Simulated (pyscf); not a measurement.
Optimised with ωB97X-D3(BJ)/def2-SVP in PySCF.

SMILES: c1ccccc1
```xyz
12

C      0.9129     0.7244    -1.2643
C      1.3757     0.1370    -0.0846
C      0.7104     0.3732     1.1205
C     -0.4174     1.1967     1.1449
C     -0.8799     1.7839    -0.0350
C     -0.2149     1.5480    -1.2403
H      1.4342     0.5392    -2.2080
H      2.2591    -0.5079    -0.1046
H      1.0725    -0.0867     2.0447
H     -0.9387     1.3818     2.0886
H     -1.7632     2.4288    -0.0150
H     -0.5769     2.0079    -2.1645
```
Charge 0, spin multiplicity 1.

### Question
How much does it cost (ΔH, 298 K, ωB97M-D3(BJ)/def2-TZVP) to split `[CH]1=[CH][CH]=[CH][CH]=[CH]1` at its C–H bond into cyclic C₆H₅ (SMILES [c]1ccccc1) [doublet] + H•?

### Answer
C–H to cyclic C₆H₅ (SMILES [c]1ccccc1) [doublet] + H•: 4.90 eV. The 7 functionals that were run give +4.62 (r²SCAN) to +4.90 eV (ωB97M-D3(BJ)). Other isomers of cyclic C₆H₅ (SMILES [c]1ccccc1) [doublet] were not searched in full and may lie lower.
